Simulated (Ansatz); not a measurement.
Computed with Ansatz on PBE0-D4/def2-TZVP structures; ΔE is electronic, products minus reactants. CCSD(T)/CBS is the MP2 limit (def2-TZVPP, def2-QZVPP) plus CCSD(T) − MP2 in def2-TZVPP, frozen cores. This one scheme is used for every species. Each species was taken in one conformer, which may not be the lowest.

`C[C@@H](F)[C@H](F)Cl` + H₂ → `CC(F)CF` + HCl  (hydrogenolysis of a C–Cl bond)

`C[C@@H](F)[C@H](F)Cl`:

Z-matrix (Å, degrees):
```
C
C 1 1.505
H 1 1.092 2 110.7
H 1 1.089 2 110.9 3 -121.0
H 1 1.090 2 109.0 3 119.2
F 2 1.386 1 108.9 3 -63.8
C 2 1.517 1 114.2 3 54.1
H 2 1.095 1 111.9 3 177.5
F 7 1.355 2 109.7 1 -178.6
Cl 7 1.774 2 110.5 1 61.5
H 7 1.092 2 111.8 1 -58.1
```

H₂:

Cartesian coordinates in Å:
```
H -0.202 0.286 0.128
H 0.202 -0.286 -0.128
```

`CC(F)CF`:

Cartesian coordinates in Å:
```
C -1.036 -0.124 0.776
C 0.059 0.574 0.008
F 0.884 1.240 0.903
C 0.895 -0.388 -0.791
F 1.762 0.288 -1.619
H -1.560 0.595 1.407
H -0.623 -0.907 1.416
H -1.760 -0.574 0.094
H -0.353 1.335 -0.665
H 0.249 -1.018 -1.411
H 1.484 -1.020 -0.118
```

HCl:

Z-matrix (Å, degrees):
```
Cl
H 1 1.279
```

```tsv
level	ΔE (kcal/mol)
CCSD(T)/def2-SVP	-18.3
MP2/def2-TZVPP	-16.8
```

Task: What does CCSD(T)/CBS give? (Best estimate.)

Result: Computed: -17.5 kcal/mol. The listed levels differ from it by -0.8, 0.7 kcal/mol.

Largest T1 diagnostic among the species: 0.011.

From PBE to PBE0 (25 % exact exchange), in def2-TZVPP and without D4, ΔE moves by −1.8 kcal/mol. The D4 term adds +2.2 kcal/mol with B3LYP and +1.2 kcal/mol with PBE0; it sums over pairs of atoms, weighted by their polarisabilities, and B3LYP, whose exchange is more repulsive, gets the larger term.

CCSD(T)/CBS has its own doubt, a few kJ/mol and more with outer-core shells, so smaller differences from it don't rank the levels.

B3LYP here is the variant with VWN-RPA as its local correlation; programs differ in this.
